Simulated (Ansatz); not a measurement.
Reaction (SMILES): [OH] (OH) → [OH-] (an electron is taken up)
B3LYP-D3(BJ)/def2-TZVP geometries, fixed; electronic energies without zero-point terms; positive where energy is released.

Effect of a fitting basis named in the input at r2SCAN/aug-cc-pVQZ with Ansatz (a quantum-chemistry and plane-wave program), against the last row, where the adiabatic electron affinity is 1.64 eV. Open shells are unrestricted. The default fits or decomposes integrals by the program's own choice; accuracy: high also tightens integrals, grids and stops.

```tsv
setting	largest shift of a total energy (mEh)	shift of the adiabatic electron affinity (eV)
fitting: def2-SV(P)-JKFIT	-0.037	0.000
fitting: def2-universal-JKFIT	-0.037	0.000
fitting: cc-pVTZ-JKFIT	-0.786	0.021
fitting: cc-pVQZ-JKFIT	-0.704	0.019
fitting: cc-pV5Z-JKFIT	-0.496	0.013
fitting: def2-universal-JFIT	-0.319	0.006
accuracy: high	0.001	0.000
accuracy: medium (default)	0.000	0.000
```

Within 0.01 eV in the adiabatic electron affinity: fitting: def2-SV(P)-JKFIT; fitting: def2-universal-JKFIT; fitting: def2-universal-JFIT; accuracy: high. The largest shift is 0.786 mEh in a total energy and 0.021 eV in the difference.
